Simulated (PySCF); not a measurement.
Give a PBE0-D3(BJ)/def2-TZVP geometry of `CC(Cl)=C=CCl`.

```
atom  x, y, z in Å
C1    -1.4428   -0.5447    0.5224
C2    -0.5501    0.2254   -0.3871
Cl3   -1.3645    0.9995   -1.7184
C4     0.7375    0.3552   -0.2632
C5     2.0166    0.4863   -0.0998
Cl6    3.1793   -0.6016   -0.7793
H7    -1.9534   -1.3340   -0.0343
H8    -0.8632   -0.9918    1.3293
H9    -2.2070    0.1111    0.9463
H10    2.4650    1.2866    0.4757
```

Orientation and origin are arbitrary. Atoms count from 1 in this order. The C–C distances run from 1.296 Å (C4=C5, drawn double) to 1.489 Å (C1–C2, drawn single), a spread of 0.193 Å.

Bonds between heavy atoms (Å): C1–C2 1.489, C2–Cl3 1.742, C2=C4 1.300, C4=C5 1.296, C5–Cl6 1.731.

Computed, not measured: PBE0-D3(BJ)/def2-TZVP geometry optimisation, gas phase in PySCF 2.14.0.

Point group: C1 (no symmetry element, even within 0.4 Å). Whether it is a minimum is left open (no frequencies).
